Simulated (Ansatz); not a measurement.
# SiO₂ (SMILES O=[Si]=O): a rigid scan of the bond length Si2–O3

One table from this session's results is given with a row withheld; the runs are named, their logs left out.

Method: single points in def2-TZVPP; program: Ansatz 0.2.0, Gaussian basis.

Levels: PBE-D4, r2SCAN-D4, PBE0-D4, B3LYP-D4, wB97M-V, Hartree-Fock, MP2, CCSD, CCSD(T). The scan takes 1.235, 1.298, 1.391, 1.500, 1.620, 1.750, 1.888, 2.032, 2.184 Å.

Cores are frozen in the correlated methods. B3LYP uses VWN-RPA correlation.

10 further runs of the same task are left out: 10 set aside as unsound or not needed.

## Starting geometry

The minimum, relaxed at PBE0-D4: SMILES `O=[Si]=O`, 3 atoms, charge 0, spin multiplicity 1.

Atoms are counted from 1 here; the program's logs count them from 0.

Bond lengths: O1–Si2 1.506 Å, Si2–O3 1.506 Å. Angles: O1–Si2–O3 180.0°.

As a file:

```mol
O2Si
  3D, bonds by distance, orders not assigned

  3  2  0  0  0  0  0  0  0  0999 V2000
    0.6977    1.2296    0.5188 O   0  0
   -0.0000    0.0000   -0.0000 Si  0  0
   -0.6977   -1.2296   -0.5188 O   0  0
  1  2  8  0
  2  3  8  0
M  END
```

Energies of the minimum (eV), from earlier single points: PBE-D4 -11965.83407, r2SCAN-D4 -11971.13688, PBE0-D4 -11965.96417, B3LYP-D4 -11974.30130, wB97M-V -11972.31952, CCSD(T) -11954.77882.

At the minimum the bond length Si2–O3 is 1.506 Å.

The first run:

ccsdt-tzvpp/in.yaml reads:

```yaml
crystal:
  periodic: [false, false, false]
  atoms:
    - {symbol: O, position_ang: [0.697730, 1.229600, 0.518761]}
    - {symbol: Si, position_ang: [-0.000009, 0.000000, -0.000001]}
    - {symbol: O, position_ang: [-0.572199, -1.008383, -0.425427]}
basis:
  gaussian: {orbitals: def2-TZVPP}
correlation: {method: ccsd_t}
```

No record of the launch command was kept for these runs.

Steps of the session up to this table: Si2–O3 = 1.235 Å; Si2–O3 = 1.298 Å; Si2–O3 = 1.391 Å; Si2–O3 = 1.500 Å; Si2–O3 = 1.620 Å; Si2–O3 = 1.750 Å; Si2–O3 = 1.888 Å; Si2–O3 = 2.032 Å; Si2–O3 = 2.184 Å.

One of the session's tables, all rows but one given; the rest of the session is left out.

It belongs to the step «The curves». Energies less that of the minimum at the same level (kJ/mol):

| bond length (Å) | PBE-D4 | PBE0-D4 | B3LYP-D4 | wB97M-V | Hartree-Fock |
| --- | --- | --- | --- | --- | --- |
| 1.235 | 402.6 | 371.1 | 376.0 | 372.5 | 323.1 |
| 1.298 | 214.9 | 190.4 | 194.4 | 191.1 | 151.6 |
| 1.391 | 61.4 | 47.8 | 50.3 | 48.0 | 25.4 |
| 1.500 | 0.8 | 0.1 | 0.2 | 0.1 | -1.1 |
| 1.506 (minimum) | 0.0 | 0.0 | 0.0 | 0.0 | 0.0 |
| 1.620 | ? | ? | ? | ? | ? |
| 1.750 | 83.6 | 109.2 | 102.6 | 110.1 | 150.0 |
| 1.888 | 174.5 | 210.4 | 199.5 | 211.6 | 256.8 |
| 2.032 | 271.5 | 313.4 | 298.2 | 313.9 | 345.6 |
| 2.184 | 365.0 | 407.9 | 388.5 | 405.6 | 409.7 |

Q: Estimate the row for bond length (Å) = 1.620 from the others.

The run gave: PBE-D4: 17.4; PBE0-D4: 30.2; B3LYP-D4: 27.4; wB97M-V: 30.5; Hartree-Fock: 52.0.
